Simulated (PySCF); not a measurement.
## NMR problem set

[PySCF 2.14: geometry from GFN2-xTB; σ from GIAO-PBE0/pcSseg-1; spin–spin couplings from B3LYP/pcJ-1 (spin–dipole term left out of most H,H and C,H couplings); one averaged value for each set of equivalent atoms; in vacuum; relativity neglected; single conformer]

Referencing at the same level of theory: $^{1}$H, $^{13}$C against TMS. Multiplet labels drop J under 1 Hz and among equivalent protons, and merge close values. Unscaled 3J(H,H) run several per cent high. Shifts are as computed. Against solution values, carbons near 30 ppm lie about +3 ppm off and those near 130 ppm about +5 ppm. Of 1211 compounds with measured shifts, 218 miss one by over three times the rms of a fit or turn the order of signals round; such compounds aren't used in these exercises. Across acyclic CH2–CH2 and CH–CH2 bonds, 3J(H,H) assumes equally populated rotamers.

(1) C$_{4}$H$_{8}$O. $^{1}$H NMR (600 MHz, computed): δ 6.22 (ddt, J = 18.1, 11.7, 7.0 Hz, 1H), 5.58 (dt, J = 18.1, 1.7 Hz, 1H), 5.52 (dt, J = 11.7, 1.5 Hz, 1H), 4.16 (dt, J = 7.0, 1.6 Hz, 2H), 3.39 (s, 3H). $^{13}$C{$^{1}$H} NMR (computed): δ 147.3 (CH), 125.4 (CH2), 79.0 (CH2), 58.4 (CH3). Identify the compound.

(2) C$_{4}$H$_{8}$O. $^{1}$H NMR (400 MHz, computed): δ 10.21 (s, 1H), 2.33 (t, J = 6.9 Hz, 2H), 1.60 (qt, J = 8.0, 6.9 Hz, 2H), 0.99 (t, J = 8.0 Hz, 3H). $^{13}$C{$^{1}$H} NMR (computed): δ 205.9 (CH), 52.9 (CH2), 19.1 (CH2), 15.6 (CH3). What is it?

Results:

(1) allyl methyl ether (COCC=C). The formula gives 1 degree of unsaturation (no ring in the answer). 4 carbon signals for 4 carbons: no two carbons are equivalent. Carbon types of the structure: 1 × CH, 2 × CH2, 1 × CH3, which accounts for all hydrogens. δC 147.3: alkene CH; an sp2 carbon of a C=C bond. δC 125.4: terminal =CH2 carbon; as expected for a trigonal carbon in a double bond. δC 79.0: allylic sp3 CH2 bonded to O; pulled downfield by the heteroatom. δH 6.22: hydrogen on an alkene CH; a vinylic proton, deshielded by the sp2 carbon and the C=C anisotropy. The protons at 5.58 and 6.22 share a coupling of 18.1 Hz (vicinal, trans across C=C). The protons at 5.52 and 6.22 share a coupling of 11.7 Hz (vicinal, cis across C=C). The protons at 6.22 and 4.16 share a coupling of 7.0 Hz (vicinal).

The data come from this structure; uniqueness wasn't tested.

(2) `C(CC)C=O`. The formula gives 1 degree of unsaturation (no ring in the answer). 4 carbon signals for 4 carbons: no two carbons are equivalent. Carbon types of the structure: 1 × CH, 2 × CH2, 1 × CH3, which accounts for all hydrogens. δC 205.9: aldehyde carbonyl carbon; low-lying n→π* states of the double bond to the heteroatom give a large paramagnetic term (-265 ppm). δC 15.6: methyl carbon; aliphatic region, no heteroatom directly attached. δH 10.21: hydrogen on an aldehyde carbonyl carbon; the formyl region, downfield of aromatic protons. δH 2.33: hydrogen on an sp3 CH2 α to a carbonyl; α to C=O. The protons at 0.99 and 1.60 share a coupling of 8.0 Hz (vicinal). The protons at 1.60 and 2.33 share a coupling of 6.9 Hz (vicinal).

The shifts were computed for this structure.
